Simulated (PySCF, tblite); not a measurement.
Complex of sulfur trioxide and phosphine

A gas-phase complex of sulfur trioxide and phosphine; neutral, singlet. The structure comes from a short search (6 tight-binding starts) and was relaxed by PBE0-D3(BJ)/def2-SVPD; another way of binding may lie lower. Frequencies by PBE0-D3(BJ)/def2-SVPD show no clear imaginary mode.

```
part             name     SMILES  atoms  charge  multiplicity
   1  sulfur trioxide  O=S(=O)=O    1–4       0             1
   2        phosphine          P    5–8       0             1
```

Coordinates in Å:
```
O1     -0.070   -1.526    0.075
S2      0.611   -0.265    0.332
O3      0.070    0.618    1.355
O4      1.414    0.319   -0.733
P5      2.434   -1.172    1.638
H6      2.068   -1.886    2.803
H7      3.273   -2.100    0.978
H8      3.369   -0.241    2.147
```

Contacts between parts, classed by geometry: S2···P5 2.418 Å (partial bond).

Deforming the relaxed parts to their shape here costs 11.0 kcal/mol, which the interaction energies leave out.

Interaction energies are complex less parts, with the parts frozen as they stand in it; counterpoise-corrected, in kcal/mol (PySCF). The CCSD(T) estimate is Hartree-Fock/aug-cc-pVQZ, plus the MP2 correlation part extrapolated as X⁻³ from aug-cc-pVTZ and aug-cc-pVQZ, plus CCSD(T) less MP2 in aug-cc-pVDZ; noble-gas cores are frozen. It isn't the exact limit.

```json
{"level": "Hartree-Fock/aug-cc-pVQZ", "interaction": "-17.50", "superposition error removed": "-"}
{"level": "wB97M-D3(BJ)/def2-TZVPD", "interaction": "-19.79", "superposition error removed": "-0.23"}
{"level": "PBE0-D3(BJ)/def2-TZVPD", "interaction": "-24.49", "superposition error removed": "-0.20"}
{"level": "MP2/aug-cc-pVQZ", "interaction": "-18.90", "superposition error removed": "-0.72"}
```

Problem. What does CCSD(T) at its estimated basis limit give, and which of these levels comes nearest?

Solution. -18.97 kcal/mol. MP2/aug-cc-pVQZ is nearest, off by +0.06; the errors are Hartree-Fock/aug-cc-pVQZ +1.47, wB97M-D3(BJ)/def2-TZVPD -0.82, PBE0-D3(BJ)/def2-TZVPD -5.52, MP2/aug-cc-pVQZ +0.06.

Problem. What holds them together? Decompose the wB97M-D3(BJ)/def2-TZVPD energy: frozen parts, their antisymmetrised product, then relaxation.

Solution. electrostatic -63.2, Pauli repulsion +110.1, orbital relaxation -64.3, dispersion correction -2.6 kcal/mol, which sum to the value before the counterpoise correction; the Pauli term holds the exchange-correlation of the frozen density too. Of the attraction, 49 % is orbital relaxation, 49 % is electrostatic, 2 % is dispersion correction.

The parts were also relaxed and run alone, at the levels used for the complex: shieldings by PBE0/pcSseg-2; core levels by delta-SCF with SCAN, pcX-2 on the ionised atom and pcseg-1 elsewhere, spin-free X2C (2p3/2 is the spin-free 2p value less a third of a first-order spin-orbit splitting).

Problem. What does binding change?

Solution. 
```
                property   alone  in the complex  change
   shielding of S2 (ppm)    35.9            84.3   +48.4
   shielding of P5 (ppm)   575.9           458.8  -117.1
   O1 1s core level (eV)  540.43          538.13   -2.31
S2 2p3/2 core level (eV)  176.70          174.64   -2.06
P5 2p3/2 core level (eV)  137.09          138.82   +1.73
```

Problem. What are the binding energy from relaxed parts (wB97M-D3(BJ)/def2-TZVPD), and ΔH and ΔG of association at 298.15 K and 1 atm?

Solution. -8.83 kcal/mol, -6.80 with zero-point energy; ΔH -7.1 and ΔG +2.3 kcal/mol, from harmonic vibrations by PBE0-D3(BJ)/def2-SVPD with low modes damped.
